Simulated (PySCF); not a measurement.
BClH5N.
Cartesian coordinates in Å at the PBE0-D3(BJ)/def2-SVP level; atoms count from 1:
```xyz
8
BClH5N angstrom
N      0.7265    0.1092    0.2993
B     -0.8215   -0.3501    0.1249
Cl    -1.7701    1.0792    0.8358
H      0.9309    0.2822    1.2858
H      1.3759   -0.5970   -0.0520
H      0.8907    0.9851   -0.2013
H     -0.9455   -1.3672    0.7819
H     -0.9993   -0.4823   -1.0720
```

Computed at PBE0/pcSseg-1 (PySCF, non-relativistic), with Q(14N) = 0.02044 b, Q(11B) = 0.04059 b, Q(35Cl) = −0.0817 b: N1, 14N (I = 1): χzz = -2.118 MHz, η = 0.093; B2, 11B (I = 3/2): χzz = -2.419 MHz, η = 0.754; Cl3, 35Cl (I = 3/2): χzz = -43.16 MHz, η = 0.166.

(1) Find the zero-field quadrupole resonance frequencies of 14N at N1.

(2) Find the zero-field quadrupole resonance frequencies of 11B at B2.

(3) Where would the pure quadrupole (NQR) lines of 35Cl at Cl3 fall for the rigid, isolated species?

(4) Apply the simplest Townes–Dailey estimate (no s hybridisation, no π bonding), ionic character = 1 − χzz/χ0, where χ0 is the coupling for one missing p electron along the bond: −109.74 MHz for 35Cl.

## Answers

(1) From ν± = (3/4)|χ|(1 ± η/3) and ν0 = |χ|η/2: ν+ 1.638 MHz, ν− 1.540 MHz, ν0 0.098 MHz (nitrogen bonded to B and 3 H).

(2) From ν = (|χ|/2)√(1 + η²/3): ν = 1.319 MHz (four-coordinate boron).

(3) From ν = (|χ|/2)√(1 + η²/3): ν = 21.68 MHz (chlorine bonded to B). For 37Cl the ratio of quadrupole moments, 0.7881, gives 17.09 MHz.

(4) Cl3 on B2: 1 − (-43.16)/(-109.74) = 0.61. In this model a purely covalent bond gives χ0 and a free halide ion gives zero; s hybridisation or π bonding, where present, is counted here as ionic character.

In a crystal, neighbours and librations shift these lines. These gradients aren't converged with respect to the basis.

The run behind these numbers computed NMR shieldings as well. The run took 3.8 s on an Arm Neoverse V1 with one thread, on a shared host.
